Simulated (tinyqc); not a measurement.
Hueckel theory of the pi electrons with the omega technique, for the molecule OC=CCl (SMILES; centres numbered as the heavy atoms are written), step by step. Computed by tinyqc, a small Python program that keeps every step. Settings: charge = 0, omega = 1.4, damping = 0.5. Command: `OMP_NUM_THREADS=1 python tinyqc.py 21840 21841 out.jsonl` (the two numbers bound the seeds that draw the settings). One thread of a shared host (Intel(R) Xeon(R) Processor @ 2.60GHz), about 0.01 s of CPU time with the checks.

## The Hueckel matrix

Centres:
```
centre  z_r, pi electrons of the neutral centre        h
1O                                            2  2.00000
2C                                            1  0.00000
3C                                            1  0.00000
4Cl                                           2  2.00000
```

Bonds:
```
i  j        k
1  2  0.80000
2  3        1
3  4  0.40000
```

H_rr = alpha + h_r beta, H_rs = k_rs beta for bonded centres.

Hueckel matrix in units of beta (H = alpha + beta A):
```
          1O       2C       3C      4Cl
1O   2.00000  0.80000  0.00000  0.00000
2C   0.80000  0.00000  1.00000  0.00000
3C   0.00000  1.00000  0.00000  0.40000
4Cl  0.00000  0.00000  0.40000  2.00000
```

## Orbitals, round 1

pi electrons, sum of z_r less the charge = 6

Diagonalise; E = alpha + x beta with beta < 0, so the largest x are filled first; degenerate levels share their electrons. P = sum n_i c_ri c_si; each orbital has its largest coefficient positive (the first on a tie).

x values: 2.35100  2.07210  0.70760  -1.13070

occupations: 2.00000  2.00000  2.00000  0.00000

coefficients:
```
         MO1       MO2       MO3       MO4
1O   0.87181  -0.27779  -0.35927  -0.18359
2C   0.38251  -0.02504   0.58041   0.71846
3C   0.20183   0.17036   0.69811  -0.66549
4Cl  0.23001   0.94508  -0.21607   0.08503
```

charge and bond-order matrix P:
```
           1O        2C        3C       4Cl
1O    1.93259   0.26381  -0.24436   0.03122
2C    0.26381   0.96763   0.95626  -0.12218
3C   -0.24436   0.95626   1.11424   0.11317
4Cl   0.03122  -0.12218   0.11317   1.98554
```

## Omega technique, round 1

h_r = h_r(0) + omega q_r, omega = 1.4, with q_r = z_r - P_rr; 0.5 of the old diagonal is kept.

matrix after round 1:
```
          1O       2C        3C      4Cl
1O   2.04719  0.80000   0.00000  0.00000
2C   0.80000  0.02266   1.00000  0.00000
3C   0.00000  1.00000  -0.07997  0.40000
4Cl  0.00000  0.00000   0.40000  2.01012
```

## Orbitals, round 2

As before.

x values: 2.38823  2.08208  0.68385  -1.15417

occupations: 2.00000  2.00000  2.00000  0.00000

coefficients:
```
         MO1       MO2       MO3       MO4
1O   0.88602  -0.24190  -0.35457  -0.17530
2C   0.37772  -0.01055   0.60424   0.70151
3C   0.18470   0.17179   0.68317  -0.68531
4Cl  0.19539   0.95492  -0.20604   0.08663
```

charge and bond-order matrix P:
```
           1O        2C        3C       4Cl
1O    1.93854   0.24595  -0.24027   0.03037
2C    0.24595   1.01577   0.96150  -0.12154
3C   -0.24027   0.96150   1.06070   0.11874
4Cl   0.03037  -0.12154   0.11874   1.98499
```

## Omega technique, round 2

As before.

matrix after round 2:
```
          1O       2C        3C      4Cl
1O   2.06662  0.80000   0.00000  0.00000
2C   0.80000  0.00029   1.00000  0.00000
3C   0.00000  1.00000  -0.08247  0.40000
4Cl  0.00000  0.00000   0.40000  2.01557
```

## Convergence

Each round sets h_r = h_r(0) + omega (z_r - P_rr), keeping the share named as damping of the old diagonal; repeat until output and input diagonals agree to 1e-6.

Rounds:
```
round   sum n x  largest |h(out) - h(in)|
1      10.26140                  1.60e-01
2      10.30833                  4.47e-02
3      10.33153                  1.86e-02
4      10.34222                  8.42e-03
5      10.34721                  3.90e-03
6      10.34953                  1.79e-03
7      10.35061                  8.25e-04
8      10.35112                  3.79e-04
9      10.35135                  1.75e-04
10     10.35146                  8.02e-05
11     10.35151                  3.69e-05
12     10.35154                  1.69e-05
13     10.35155                  7.77e-06
14     10.35155                  3.56e-06
15     10.35156                  1.63e-06
16     10.35156                  7.49e-07
```

Converged in 16 rounds.

## Energy, charges, bond orders

final x values: 2.41258  2.09310  0.67010  -1.17578

occupations: 2.00000  2.00000  2.00000  0.00000

final P:
```
           1O        2C        3C       4Cl
1O    1.94020   0.24366  -0.23619   0.02956
2C    0.24366   1.00722   0.96233  -0.12043
3C   -0.23619   0.96233   1.06719   0.11674
4Cl   0.02956  -0.12043   0.11674   1.98539
```

E = sum n x; q_r = z_r - P_rr; bond order p = P_rs; free valence = sqrt(3) - sum of p over the bonds of the atom.

pi energy = 6 alpha + this times beta = 10.35156

pi charges: 1O 0.05980, 2C -0.00722, 3C -0.06719, 4Cl 0.01461

Bond orders and lengths from R = 1.517 - 0.180 p (angstrom, C-C alone):
```
bond        p        R
1-2   0.24366        -
2-3   0.96233  1.34378
3-4   0.11674        -
```

free valence of the carbons: 2C 0.52606, 3C 0.65299

gap between the highest filled and the next level = 1.84588 |beta|
